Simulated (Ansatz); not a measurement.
Worked example: correlation energy of HGeCl, triplet

Geometry: that of the HGeCl, singlet, kept fixed. The singlet lies 1.8 eV lower here.

| atom | x (Å) | y (Å) | z (Å) |
| --- | --- | --- | --- |
| Ge | 0.0000 | -0.0334 | 0.7078 |
| Cl | 0.0000 | 0.0241 | -1.4746 |
| H | 0.0000 | 1.5604 | 0.8535 |

Basis cc-pVDZ; Ansatz 0.2.0. Correlated methods freeze the noble-gas cores and the filled d shells of p-block atoms, which leaves 12 electrons in 31 orbitals. R marks a restricted (for open shells ROHF) determinant, U an unrestricted one. No spin–orbit coupling is included, and no scalar relativity.

Full CI isn't at hand for all of this; UCCSDT(Q) serves as the reference, and is uncertain by about the last step of the cluster series.

Runs differ by some tens of microhartree through their thresholds and, for an open shell, their frozen cores, so steps under 0.03 kcal/mol mean nothing.

| level | total energy (hartree) |
| --- | --- |
| UHF | -2535.386100 |
| UMP2 | -2535.581095 |
| UCCSD | -2535.607755 |
| UCCSD(T) | -2535.613184 |
| UCCSDT | -2535.614070 |
| UCCSDT(Q) | -2535.614558 |

Question: What is the correlation energy at UCCSDT(Q), and what share of it do UMP2 and UCCSD recover?

Answer: E(corr) = -2535.614558 − (-2535.386100) = -0.228458 hartree = -6.217 eV. UMP2: -0.194995 / -0.228458 = 85.35 %. UCCSD: -0.221655 / -0.228458 = 97.02 %.

Question: By how many kcal/mol does UCCSD(T) miss UCCSDT(Q) (1 hartree = 627.509 kcal/mol), and which steps make up the rest?

Answer: -2535.613184 − (-2535.614558) = 0.001374 hartree = 0.86 kcal/mol. Steps: UCCSDT − UCCSD(T) = -0.56, UCCSDT(Q) − UCCSDT = -0.31 kcal/mol. Differences between like states or geometries often cancel part of this.
